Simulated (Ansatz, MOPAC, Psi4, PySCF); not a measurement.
Reaction (SMILES): C1O[C@H]1C -> [CH3] (CH3) + [CH]1CO1 (the C-C bond breaks)

Quantity: bond dissociation energy (enthalpy at 298 K), in kcal/mol. Conventions: valence correlation only; six Cartesian d functions in 6-31G* and its kin unless marked 5d; no spin-orbit coupling; no dispersion term unless named; non-relativistic; 6-311+G** with 5d; open shells spin-unrestricted. Basis-set limits of correlation are two-point, X^-3; Hartree-Fock from the larger set. [CCSD(T)-MP2]/basis is that difference in the basis named. First-principles rows: single points at B3LYP-D3(BJ) geometries (Ansatz, an electronic-structure program), with unscaled harmonic terms from B3LYP/6-31G* at its own minima. Semi-empirical rows: MOPAC heats of formation at their own minima for 298 K.

Coupled cluster (Ansatz) is a level with limits of its own, used here on species with T1 under 0.025 (0.045 for open shells) and stable references: RI-MP2/CBS(cc-pVTZ,cc-pVQZ)+[CCSD(T)-MP2]/cc-pVTZ.

Value to compare with, RI-MP2/CBS(cc-pVTZ,cc-pVQZ)+[CCSD(T)-MP2]/cc-pVTZ (Ansatz): 97.3 kcal/mol.

| level | program | bond dissociation energy (enthalpy at 298 K) (kcal/mol) | difference |
|---|---|---|---|
| PM3 | MOPAC | 71.6 | -25.7 |
| PBE/3-21G | Ansatz | 100.4 | 3.1 |
| PBE/def2-SVP | Ansatz | 96.2 | -1.1 |
| PBE/6-311+G** | Ansatz | 93.2 | -4.1 |
| B3LYP/6-31G* | Ansatz | 92.8 | -4.5 |
| PBE0/6-311+G** | Ansatz | 93.7 | -3.6 |
| wB97X-D/6-311+G** | Psi4 | 95.5 | -1.8 |
| PBE/def2-TZVPD | Ansatz | 93.0 | -4.3 |
| r2SCAN-D4/def2-TZVPD | Ansatz + dftd4 | 88.7 | -8.6 |
| M06-2X/def2-TZVPD | PySCF | 97.3 | 0.0 |

Among the 7 habitual levels, PM3 lies farthest from RI-MP2/CBS(cc-pVTZ,cc-pVQZ)+[CCSD(T)-MP2]/cc-pVTZ (Ansatz) (-25.7 kcal/mol) and PBE/def2-SVP nearest (-1.1); 1 of 7 lie above it, and their mean absolute difference is 6.3 kcal/mol, the median 3.6. One case shows no general order.

The levels are drawn from those run, B3LYP/6-31G* more often than the rest, none by its result; runs whose electronic state is in doubt are left out.
